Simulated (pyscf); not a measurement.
Single points on ωB97X-D3(BJ)/def2-SVP structures (PySCF, gas phase).

Q: H₃C–AlH₂ (SMILES [CH3][AlH2]) + HO–SiH₃ (SMILES O[SiH3]) -> CH₄ (SMILES C) + H₂Al–O–SiH₃ (SMILES [AlH2][O][SiH3])
Surface: singlet. Broken: Al–C, H–O. Formed: C–H, Al–O. Give ΔE‡ and ΔE from ωB97M-D3(BJ)/def2-TZVP, relative to the separated reactants.

A: ΔE‡ = -4.3 kcal/mol, ΔE = -41.1 kcal/mol. Zero-point energy shifts the barrier by -0.3 kcal/mol. It is a four-centre exchange, with an imaginary mode of 1292i cm⁻¹. On the reactant side the descent ends in an adduct with a Al–O contact, 22.5 kcal/mol under the separated species and 16.5 kcal/mol under the saddle at ωB97X-D3(BJ)/def2-TZVP. At ωB97M-D3(BJ) the saddle lies under the separated reactants, which points to a path from their complex (located at ωB97X-D3(BJ) alone). What is counted as formed (Al–O) is already present as a longer contact in the reactant adduct; forming that adduct is a step of its own. At the saddle there is also a short Al–H contact that neither side keeps. The same reactants have a lower exit, to H₃C–AlH–OH + SiH₄ (barrier -10.4 kcal/mol at ωB97M-D3(BJ)/def2-TZVP, against -4.3 kcal/mol here). One saddle was located; it need not be the lowest between these sides.
